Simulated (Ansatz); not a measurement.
# BNH3 (quartet): the correlation ladder at distance B1–H4 along a hydrogen transfer = 1.330 Å, cc-pVDZ

How much of the correlation energy of BNH3 (quartet) does each wave-function method recover here?

The runs use Ansatz 0.2.0, Gaussian basis; cc-pVDZ, core rule «outside noble gas», up to 2 orbitals frozen.

The runs, in order: UHF; CCSD(T) on ROHF; CCSD(T) on UHF; BCCD(T) on ROHF; CISD; CCSDT(Q) on ROHF; CCSDT(Q) on UHF; CASSCF and MRCISD+Q, 5 electrons in 5 orbitals; CASSCF and NEVPT2, 5 electrons in 5 orbitals.

15 further runs of the same task are left out: 6 for a known fault of the program, 1 for a mislabelled method, 7 that didn't finish, 1 set aside as unsound or not needed.

**1. The geometry**

The geometry derives from fragments relaxed apart (PBE0/def2-TZVP) and kept rigid, so it is no stationary point. A hydrogen atom is moved between rigid fragments.

5 atoms, charge 0, spin multiplicity 4.

Atoms are counted from 1 here; the program's logs count them from 0.

Bond lengths: B1–H2 1.193 Å, B1–H3 1.193 Å, B1–H4 1.330 Å, H4–N5 1.223 Å. Angles: H2–B1–H3 120.0°, H2–B1–H4 120.0°, H3–B1–H4 120.0°, B1–H4–N5 180.0°.

**2. UHF**

Contents of in.yaml:

```yaml
crystal:
  periodic: [false, false, false]
  atoms:
    - {symbol: B, position_ang: [-1.289323, 0.000000, 0.000000]}
    - {symbol: H, position_ang: [-1.886057, 1.033571, 0.000000]}
    - {symbol: H, position_ang: [-1.886057, -1.033571, 0.000000]}
    - {symbol: H, position_ang: [0.040677, 0.000000, 0.000000]}
    - {symbol: N, position_ang: [1.263677, 0.000000, 0.000000]}
basis:
  gaussian: {orbitals: cc-pVDZ}
magnetization: {spin_polarized: true, initial_magnetization: 3}
hamiltonian: {xc: hf}
output: {orbitals: {seedname: orbitals}}
```

On the command line:

```console
> ansatz run in.yaml --threads 1 --pin off --events-out ev --progress --plain --max-ram 2393MiB
```

The runs that follow: CCSD(T) on ROHF; CCSD(T) on UHF; BCCD(T) on ROHF; CISD; CCSDT(Q) on ROHF; CCSDT(Q) on UHF; CASSCF and MRCISD+Q, 5 electrons in 5 orbitals; CASSCF and NEVPT2, 5 electrons in 5 orbitals.

Before running them: what should the planned runs give, taken together? Wanted: UCCSDT(Q) below the RHF energy; RMP2 from UCCSDT(Q); UMP2 from UCCSDT(Q); RCCSD from UCCSDT(Q); RCCSD(T) from UCCSDT(Q); UCCSD(T) from UCCSDT(Q); RCCSDT(Q) from UCCSDT(Q); NEVPT2 pair from UCCSDT(Q); T1 diagnostic.

The runs gave:

```
                         quantity                                                   value
   UCCSDT(Q) below the RHF energy                                              -6.4664 eV
              RMP2 from UCCSDT(Q)                                             +1234.5 meV
              UMP2 from UCCSDT(Q)                                             +1251.6 meV
             RCCSD from UCCSDT(Q)                                              +140.9 meV
          RCCSD(T) from UCCSDT(Q)                                               +29.4 meV
          UCCSD(T) from UCCSDT(Q)                                               +28.2 meV
         RCCSDT(Q) from UCCSDT(Q)                                                +1.7 meV
       NEVPT2 pair from UCCSDT(Q)                                             +1211.2 meV
levels within 1 kcal/mol (43 meV)  RCCSD(T), UCCSD(T), BCCD(T), RCCSDT, UCCSDT, RCCSDT(Q)
                    T1 diagnostic                                                   0.024
```

What this shows: RCCSD(T) lands +29.4 meV from the yardstick (0.5 % of the correlation energy). These misses are within one basis, not against nature; the frozen cores of restricted and unrestricted runs differ, which can shift their rows.
